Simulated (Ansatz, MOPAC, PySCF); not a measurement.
Bond stretch in SMILES O=CO. The C2–H5 bond (C2 also carries O, O; H5 carries nothing else) is varied alone, starting from the PBE0/def2-TZVP optimised geometry.

Methods: UHF/cc-pVTZ (Ansatz, an electronic-structure program); PM6, restricted, heats of formation (MOPAC); UKS-B3LYP/6-311+G** = unrestricted B3LYP/6-311+G**, spherical d run with PySCF.

Energies are in kcal/mol, each relative to the lowest point of its own curve near equilibrium.

```
R / Å   UHF    PM6  UKS-B3LYP/6-311+G**
-----  ----  -----  -------------------
0.87   29.2   18.4                 31.0
0.94   11.3    8.5                 12.8
1.00    3.3    3.2                  4.3
1.04    0.7    1.2                  1.4
1.05    0.4      …                  1.0
1.10    0.0    0.0                  0.0
1.14    1.1    0.4                  0.6
1.16    2.0      …                  1.2
1.19    3.8    2.0                  2.6
1.26    9.5    6.2                  7.1
1.35   18.9   14.0                 14.8
1.48   34.5   28.6                 27.8
1.65   55.9   50.2                 45.2
1.82   70.8   71.8                 61.5
1.99   78.6   91.3                 76.0
2.21   83.5  112.5                 89.4
2.44   85.7  129.7                 97.0
2.71   86.8      …                    …
2.99      …  155.5                103.5
3.35   87.3  165.1                104.7
3.80   87.4      …                105.2
```

Problem. What belongs in the gaps?

Solution. 
- 1.05, PM6: 0.8
- 1.16, PM6: 0.9
- 2.71, PM6: 144.6
- 2.71, UKS-B3LYP/6-311+G**: 101.4
- 2.99, UHF: 87.2
- 3.80, PM6: 176.0

The unrestricted determinant behind UHF is spin-contaminated at 1.65 to 3.80 Å (<S²> up to 1.0, against 0.00 for a pure singlet). The restricted form behind PM6 keeps the bonding electrons paired and can't separate into open-shell fragments. The unrestricted determinant behind UKS-B3LYP/6-311+G** is spin-contaminated at 2.21 to 3.80 Å (<S²> up to 1.0, against 0.00 for a pure singlet).
